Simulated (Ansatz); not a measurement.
Calculated with Ansatz (gas phase, PBE0-D4/def2-TZVP geometries, no zero-point term in ΔE). CBS: MP2 limit from def2 TZ/QZ plus the TZ coupled-cluster correction, frozen cores. This one scheme is used for every species, atoms too. Functionals use def2-TZVPP. B3LYP here is the variant with VWN-RPA as its local correlation; programs differ in this. No spin–orbit coupling; open shells (•) take unrestricted orbitals. Spin–orbit coupling would lower the free atoms: a little for C, Cl, O. One conformer a species, not always the lowest.

Reaction (atomization): `CO/C=C(\O)Cl` → 3 C• + Cl• + 5 H• + 2 O•

| level | ΔE (kJ/mol) | difference from CCSD(T)/CBS |
| --- | --- | --- |
| r2SCAN-D4 | 4326.2 | 30.4 |
| B3LYP-D4 | 4291.4 | -4.4 |
| ωB97M-V | 4315.7 | 19.9 |
| B2PLYP | 4248.0 | -47.8 |
| PBE | 4446.3 | 150.5 |
| r2SCAN | 4320.4 | 24.6 |
| PBE0 | 4317.3 | 21.5 |
| HF/def2-TZVPP | 2946.2 | -1349.6 |
| MP2/def2-TZVPP | 4294.7 | -1.1 |
| SCS-MP2/def2-TZVPP | 4235.4 | -60.4 |
| CCSD/def2-TZVPP | 4082.7 | -213.1 |
| HF/def2-QZVPP | 2951.6 | -1344.2 |
| MP2/def2-QZVPP | 4367.9 | 72.1 |
| SCS-MP2/def2-QZVPP | 4316.0 | 20.2 |
| HF/CBS(def2) | 2952.5 | -1343.3 |
| CCSD/CBS(def2) | 4207.0 | -88.8 |
| CCSD(T)/CBS | 4295.8 | 0 |

Largest T1 diagnostic among the species: 0.012.

In def2-TZVPP, CCSD(T) changes the Hartree–Fock value by +1225.3 kJ/mol (the triples alone add +88.8 kJ/mol) and MP2 by +1348.5 kJ/mol; breaking electron pairs costs correlation energy, which Hartree–Fock lacks. The D4 term adds +36.2 kJ/mol with B3LYP and +19.0 kJ/mol with PBE0; it sums over pairs of atoms, weighted by their polarisabilities, and B3LYP, whose exchange is more repulsive, gets the larger term. From PBE to PBE0 (25 % exact exchange), in def2-TZVPP and without D4, ΔE moves by −129.0 kJ/mol: exact exchange takes away binding that semilocal exchange gives to molecules.

For atomizations the MP2-based limit and the directly extrapolated one differ by several kJ/mol either way, and by 10 to 25 for some Ge, Se and Sn compounds, so smaller differences from it don't rank the levels.
